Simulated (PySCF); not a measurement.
**Worked example: the step energy**

An elementary step of SiNH$_{6}$F, closed shell (SiNH₄F ([NH2][SiH2][F]) + H₂ → SiNH₅ ([NH2][SiH3]) + HF; Si–F, H–H broken or loosened, Si–H, F–H formed or tightened). “Start” and “end” are the PBE0-D4/def2-TZVP structures reached by relaxing down either side of its saddle point, with the molecules still in contact.

Program: PySCF 2.14 with density fitting (its default auxiliary sets; JK sets also for MP2 and CCSD(T)). Basis: def2-TZVPP and def2-QZVPP. Cores are frozen in the correlated methods.

Energies in eV:

| quantity | end | start |
| --- | --- | --- |
| Hartree–Fock, triple zeta (X = 3) | -12147.61173 | -12149.01940 |
| Hartree–Fock, quadruple zeta (X = 4) | -12148.07439 | -12149.50774 |
| MP2 correlation, X = 3 | -17.02120 | -16.95900 |
| MP2 correlation, X = 4 | -18.40530 | -18.34279 |
| CCSD(T) correlation, X = 3 | -18.48781 | -18.37507 |

Question: Work out the step energy at the basis limit: extrapolate Hartree–Fock as E(X) = E∞ + A exp(−7.88 √X) and the MP2 correlation as E(X) = E∞ + B X^−2.97 (the exponents that Neese and Valeev fitted for def2-TZVPP and QZVPP), then add CCSD(T) − MP2 in triple zeta.

Answer: Each step is linear, so take the differences first (end − start): Hartree–Fock 1.40767 (X = 3) and 1.43335 (X = 4); MP2 correlation -0.06220 and -0.06251; CCSD(T) correlation -0.11274.
Two points give E∞ = E(4) + w [E(4) − E(3)], with w = 1/(exp(7.88 (2 − √3)) − 1) = 0.1377 for Hartree–Fock and w = 1/((4/3)^2.97 − 1) = 0.7407 for the correlation.
Hartree–Fock: 1.43335 + 0.1377 × 0.02568 = 1.4369 eV.
MP2 correlation: -0.06251 + 0.7407 × (-0.00031) = -0.0627 eV.
CCSD(T) − MP2: -0.11274 − (-0.06220) = -0.0505 eV.
Sum: 1.4369 + (-0.0627) + (-0.0505) = 1.3237 eV, or 30.53 kcal/mol. Plain CCSD(T) in triple zeta gives 1.2949 eV, so the larger basis shifts the result by 0.0288 eV.

No T1 diagnostic of these runs exceeds 0.013.

Labels in which every atom is bracketed show which atoms are joined, not bond orders.

For scale, one of the runs: CCSD(T)/def2-TZVPP, 188 basis functions, launched by `OMP_NUM_THREADS=4 python run.py`. The run took 3.9 min on 4 CPU threads of an Arm Neoverse V2 (shared host), with 2 GiB of host memory at its peak.
